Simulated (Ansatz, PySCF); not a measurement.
The pair A = C6H6 (SMILES c1ccccc1) (first 12 atoms), B = H2O (SMILES O); geometry from S66by8 set.
(charge 0, multiplicity 1):
```xyz
15

C      0.780    -0.610    -1.208
H      0.897    -1.138    -2.144
C      0.478     0.751    -1.208
H      0.357     1.278    -2.144
C      0.328     1.432     0.000
H      0.092     2.487     0.000
C      0.478     0.751     1.208
H      0.357     1.278     2.144
C      0.780    -0.610     1.208
H      0.897    -1.138     2.144
C      0.932    -1.290     0.000
H      1.169    -2.345     0.000
O     -2.786    -0.274     0.000
H     -2.621    -1.219     0.000
H     -1.899     0.098     0.000
```

Correlated levels freeze the cores. MP2 and its Hartree–Fock in aug-cc-pVTZ are density fitted. Rows in 6-31G* carry no dispersion term and start afresh at each structure (6-31G* with six Cartesian d functions).

Programs: Ansatz (Gaussian basis) for Hartree–Fock, density functionals and correlated methods; PySCF for 6-31G* rows. 

Total energies (hartree), monomers frozen at their geometry in the pair:

| structure | B3LYP/6-31G* | MP2/aug-cc-pVDZ | MP2/aug-cc-pVTZ |
|---|---|---|---|
| AB | -308.6615541 | -307.8067621 | -308.0798646 |
| A in the pair's basis | -232.2492588 | -231.5404889 | -231.7451842 |
| B in the pair's basis | -76.4097333 | -76.2615287 | -76.3293367 |
| A | -232.2484875 | -231.5385095 | -231.7443187 |
| B | -76.4087909 | -76.2608092 | -76.3288898 |

Task: Work out the interaction energy without and with the counterpoise correction, and the superposition error, for each level.

Result: 
E(AB) − E(A) − E(B), times 627.509 kcal/mol, with the monomers in their own basis and then in the pair's basis:
- B3LYP/6-31G*: -2.68 uncorrected, -1.61 corrected; the monomers gain 1.08 kcal/mol from borrowed functions
- MP2/aug-cc-pVDZ: -4.67 uncorrected, -2.98 corrected; the monomers gain 1.69 kcal/mol from borrowed functions
- MP2/aug-cc-pVTZ: -4.18 uncorrected, -3.35 corrected; the monomers gain 0.82 kcal/mol from borrowed functions

Ansatz is a quantum-chemistry and plane-wave program.
